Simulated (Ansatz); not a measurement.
Basis or method: quartet less doublet of HAl–PH2

HAl–PH2, doublet; coordinates (Å): Al 0.042 -0.120 1.254; P -0.090 0.068 -1.079; H -0.053 1.262 2.067; H 1.035 0.940 -1.114; H 0.665 -1.101 -1.354. Quantity: quartet less doublet, vertical.

Ansatz 0.2.0, basis cc-pVDZ or cc-pVTZ; geometries are PBE0/def2-TZVP minima. Wave-function levels freeze the cores; HF, MP2 and coupled cluster are restricted for singlets and unrestricted otherwise, Kohn–Sham unrestricted where that lies lower. The reference is CCSDT(Q) (coupled cluster only where its series has nearly closed). Semilocal and hybrid functionals correlate all electrons outside any core potential and usually lie nearer their basis limit than the reference, so part of their error here is the reference's basis and frozen-core error; RPA and the MP2 part of double hybrids freeze the same cores as the reference. None of these values is a measured one. Energies are electronic, without zero-point terms. No spin–orbit coupling and no scalar relativity. The species are chosen: bound, without strong static correlation by their natural occupations or amplitudes, in their lowest spin state as far as vertical gaps and like structures tell, and with a ladder that closes on the reference, so errors are smaller than for species at large; levels whose determinant breaks symmetry or spin markedly are left out.

| level | cc-pVDZ (kJ/mol) | cc-pVTZ (kJ/mol) |
| --- | --- | --- |
| reference | 356.6 (CCSDT(Q)) | 363.5 (CCSDT(Q)) |
| HF | 314.4 | 308.5 |
| CCSD(T) | 357.7 | 365.5 |
| CCSDT | 356.4 | 363.4 |
| PBE | 347.7 | 346.4 |
| r2SCAN | 343.9 | 341.6 |
| PBE0 | 355.3 | 353.1 |
| B2PLYP | 372.2 | 373.9 |

From cc-pVDZ to cc-pVTZ the reference moves by 6.9 kJ/mol and PBE by -1.3; the step from CCSD(T) to the reference is -1.1 in the first and -2.0 in the last.
